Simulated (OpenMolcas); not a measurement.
# How methods differ on SiH3O (SMILES [O][SiH3])

SiH3O has 5 atoms, charge 0, and is taken as a doublet. SMILES: `[O][SiH3]`. The shape is that of a GFN2-xTB optimisation.

```xyz
5

O    -1.4166    0.2678    0.6902
Si   -0.0659    0.0078    0.0199
H    -0.1206   -0.2424   -1.4475
H     0.6859   -1.1593    0.5729
H     0.9172    1.1260    0.1645
```

Quantity: the energy change with the Si2–H5 bond stretched from 1.496 to 1.870 Å, in eV. The values are calculated.

| level | kind | program | value (eV) | less FCI/STO-3G | CPU time (all runs) |
| --- | --- | --- | --- | --- | --- |
| UHF/STO-3G | Hartree–Fock | OpenMolcas | 1.63 | +0.46 | 4.9 s |
| USVWN5/STO-3G | LDA | OpenMolcas | 1.04 | -0.13 | 25 s |
| UPBE/STO-3G | GGA | OpenMolcas | 1.00 | -0.17 | 68 s |
| U-r2SCAN/STO-3G | meta-GGA | OpenMolcas | 1.14 | -0.03 | 38 s |
| UM06-2X/STO-3G | hybrid meta-GGA | OpenMolcas | 1.35 | +0.18 | 33 s |
| CASSCF(3,3)/STO-3G | multireference | OpenMolcas | 1.25 | +0.08 | 6.3 s |
| ROCCSD(T)/STO-3G | coupled cluster or CI | OpenMolcas | 1.25 | +0.08 | 6.9 s |
| FCI/STO-3G | exact in the basis | OpenMolcas | 1.17 | 0.00 | 34 s |

FCI/STO-3G is exact within its basis and frozen core, so for wave-function methods in that basis the difference is their error; functionals converge differently with the basis, so for them it is only a difference. The first shape isn't each level's own minimum. The values span 1.00 to 1.63 eV. All rows use very small basis sets, so even the best lies far from the true value. CPU times are rough (shared hosts, several kinds of processor): they show what a rung costs within a factor of a few.
